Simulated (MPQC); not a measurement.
**One shape, several levels: NF3 (nitrogen trifluoride)**

We compute a comparison of 6 runs (HF/STO-3G, HF/3-21G, HF/def2-SVP, HFLYP/3-21G, B3LYP/6-31G*, PBE0/def2-SVP) of NF3 (nitrogen trifluoride). 

The calculation is run with MPQC 2.3.1.

### Step 1. Starting point

NF3: 4 atoms, total charge 0, spin state singlet. As SMILES, `FN(F)F`. The shape is that of a GFN2-xTB optimisation.

Bond lengths: F1–N2 1.359 Å, N2–F3 1.359 Å, N2–F4 1.359 Å. Angles: F1–N2–F3 103.3°, F1–N2–F4 103.2°, F3–N2–F4 103.2°.

### Step 2. Energy and forces at HF/STO-3G (run 1)

File mol.in:

```
% F3N
molecule<Molecule>: (
  symmetry = c1
  unit = angstrom
  { atoms geometry } = {
    F  [ 0.623050    -0.000560     1.070480 ]
    N  [ 0.341300    -0.071640    -0.257040 ]
    F  [ -0.635810    -1.014280    -0.318110 ]
    F  [ -0.328540     1.086490    -0.495330 ]
  }
)
basis<GaussianBasisSet>: (
  name = "STO-3G"
  molecule = $:molecule
  basisdir = "."
  puream = yes
)
mpqc: (
  checkpoint = no
  savestate = no
  restart = no
  do_energy = yes
  do_gradient = yes
  optimize = no
  mole<CLHF>: (
    molecule = $:molecule
    basis = $:basis
    total_charge = 0
    memory = 1000000000
    print_evals = yes
    print_npa = yes
    maxiter = 120
    value_accuracy = 1e-08
    guess_wavefunction<CLHF>: (
      molecule = $:molecule
      total_charge = 0
      memory = 1000000000
      value_accuracy = 1e-3
      basis<GaussianBasisSet>: (
        name = "STO-3G"
        molecule = $:molecule
      )
    )
  )
)
```

The basis set STO-3G is read from a file made from the Basis Set Exchange's data (not shown).

Started as:

```bash
$ mpqc mol.in > mol.out
```

What it wrote:

```text
MPQC: Massively Parallel Quantum Chemistry
[...]
  LUMO is    18   A =   0.478522
  total scf energy = -347.7518819959
[...]
Value of the MolecularEnergy: -347.7518819959
  Gradient of the MolecularEnergy:
      1   -0.0057722110
      2   -0.0021226577
      3   -0.0356369065
      4   -0.0399394404
      5    0.0084661176
      6    0.0301906179
      7    0.0267909923
      8    0.0240928551
      9    0.0003860441
     10    0.0189206591
     11   -0.0304363150
     12    0.0050602445
[...]
      symmetry = c1
[...]
```

Run time: 0.16 s. Hardware: 1 thread of Arm Neoverse V2, shared host.

### Step 3. Energy and forces at HF/3-21G (run 2)

File mol.in:

```
% emacs should use -*- KeyVal -*- mode
molecule<Molecule>: (
    symmetry = c1
    unit = bohr
    { atoms geometry } = {
        F  [ 1.17739386 -0.00105825 2.02291402 ]
        N  [ 0.64496353 -0.13537998 -0.48573520 ]
        F  [ -1.20150677 -1.91671141 -0.60114078 ]
        F  [ -0.62085062 2.05316854 -0.93603804 ]
    }
)
basis<GaussianBasisSet>: (
    name = "3-21G"
    molecule = $:molecule
    basisdir = "."
    puream = yes
)
mpqc: (
    checkpoint = no
    savestate = no
    restart = no
    do_energy = yes
    do_gradient = yes
    optimize = no
    mole<CLHF>: (
        molecule = $:molecule
        basis = $:basis
        total_charge = 0
        memory = 1000000000
        print_evals = yes
        print_npa = yes
        maxiter = 120
        value_accuracy = 1e-08
        guess_wavefunction<CLHF>: (
            molecule = $:molecule
            total_charge = 0
            memory = 1000000000
            value_accuracy = 1e-3
            basis<GaussianBasisSet>: (
                name = "3-21G"
                molecule = $:molecule
            )
        )
    )
)
```

The basis set 3-21G is read from a file made from the Basis Set Exchange's data (not shown).

Started as:

```bash
$ mpqc -o mol.out mol.in
```

What it wrote:

```text
MPQC: Massively Parallel Quantum Chemistry
[...]
  LUMO is    18   A =   0.266584
  total scf energy = -350.6280389185
[...]
Value of the MolecularEnergy: -350.6280389185
  Gradient of the MolecularEnergy:
      1   -0.0050297680
      2   -0.0023958492
      3   -0.0375870026
      4   -0.0441960463
      5    0.0093206748
      6    0.0333699249
      7    0.0287032359
      8    0.0247665397
      9   -0.0003077278
     10    0.0205225784
     11   -0.0316913653
     12    0.0045248055
[...]
      symmetry = c1
[...]
```

Wall time 0.36 s (1 thread of Arm Neoverse V2, shared host).

Runs 3 to 5 aren't shown in full; the table further down has their settings and results.

### Step 4. Energy and forces at PBE0/def2-SVP (run 6)

File mol.in:

```
% emacs should use -*- KeyVal -*- mode
molecule<Molecule>: (
   symmetry = c1
   unit = angstrom
   { atoms geometry } = {
      F  [ 0.623050      -0.000560       1.070480 ]
      N  [ 0.341300      -0.071640      -0.257040 ]
      F  [ -0.635810      -1.014280      -0.318110 ]
      F  [ -0.328540       1.086490      -0.495330 ]
   }
)
basis<GaussianBasisSet>: (
   name = "def2-SVP"
   molecule = $:molecule
   basisdir = "."
   puream = yes
)
mpqc: (
   checkpoint = no
   savestate = no
   restart = no
   do_energy = yes
   do_gradient = yes
   optimize = no
   mole<CLKS>: (
      molecule = $:molecule
      basis = $:basis
      total_charge = 0
      memory = 1000000000
      print_evals = yes
      print_npa = yes
      maxiter = 120
      value_accuracy = 1e-08
      functional<SumDenFunctional>: (
         a0 = 0.25
         coefs = [ 0.75 1 ]
         funcs: [ <PBEXFunctional>: () <PBECFunctional>: () ]
      )
      integrator<RadialAngularIntegrator>: ( grid = xfine )
      guess_wavefunction<CLHF>: (
         molecule = $:molecule
         total_charge = 0
         memory = 1000000000
         value_accuracy = 1e-3
         basis<GaussianBasisSet>: (
            name = "STO-3G"
            molecule = $:molecule
         )
      )
   )
)
```

The basis set def2-SVP is read from a file made from the Basis Set Exchange's data (not shown).

Started as:

```bash
$ mpqc mol.in > mol.out
```

What it wrote:

```text
MPQC: Massively Parallel Quantum Chemistry
[...]
  Integrated electron density error = -0.000446183342
  iter     1 energy = -352.9713228846 delta = 1.58168e-01
  Integrated electron density error = 0.000268328405
  iter     2 energy = -353.2410491083 delta = 4.05712e-02
[...]
  Integrated electron density error = 0.000000996168
  iter    11 energy = -353.4618141081 delta = 3.02655e-07
  Integrated electron density error = 0.000000996168
  iter    12 energy = -353.4618141081 delta = 4.55659e-08
  Integrated electron density error = 0.000000996168
  iter    13 energy = -353.4618141081 delta = 1.05341e-08
[...]
  LUMO is    18   A =   0.047878
  total scf energy = -353.4618141081
[...]
  Integrated electron density error = 0.000000996085
  Total Gradient:
[...]
Value of the MolecularEnergy: -353.4618141081
  Gradient of the MolecularEnergy:
      1    0.0059264593
      2   -0.0003065575
      3    0.0060730183
      4   -0.0025665653
      5    0.0005425902
      6    0.0020046963
      7   -0.0027531667
      8   -0.0072928352
      9   -0.0034656371
     10   -0.0006067273
     11    0.0070568025
     12   -0.0046120775
[...]
        symmetry = c1
[...]
```

Wall time 14 s (1 thread of Arm Neoverse V2, shared host); peak memory 0.16 GiB.

### Step 5. Overview of the runs

| run | level | starting guess | task | energy (Eh) | HOMO energy (eV) | LUMO energy (eV) | HOMO–LUMO gap (eV) | wall time |
| --- | --- | --- | --- | --- | --- | --- | --- | --- |
| 1 | HF/STO-3G | STO-3G | gradient | -347.751882 | -10.47 | 13.02 | 23.49 | 0.16 s |
| 2 | HF/3-21G | 3-21G | gradient | -350.628039 | -14.62 | 7.25 | 21.88 | 0.36 s |
| 3 | HF/def2-SVP | STO-3G | gradient | -352.242336 | -15.05 | 6.99 | 22.04 | 2 s |
| 4 | HFLYP/3-21G | MINI (Huzinaga) | energy | -351.902652 | -15.67 | 6.15 | 21.82 | 1.8 s |
| 5 | B3LYP/6-31G* (spherical functions) | STO-3G | gradient | -354.065036 | -9.16 | 1.23 | 10.39 | 14 s |
| 6 | PBE0/def2-SVP | STO-3G | gradient | -353.461814 | -9.79 | 1.30 | 11.09 | 14 s |

### Step 6. Outcome

```
                       quantity          value
            run 6: total energy  -353.46181 Eh
             run 6: HOMO energy       -9.79 eV
             run 6: LUMO energy        1.30 eV
           run 6: HOMO–LUMO gap       11.09 eV
run 6: largest force on an atom     0.439 eV/Å
```

**Reading.** The HOMO–LUMO gap runs from 10.39 eV (B3LYP/6-31G*) to 23.49 eV (HF/STO-3G). The two ends differ in method and basis. Totals of different functionals can't be ranked against each other. In run 1 the basis is minimal, so the values are rough. All runs together took 32 s, the longest 14 s.
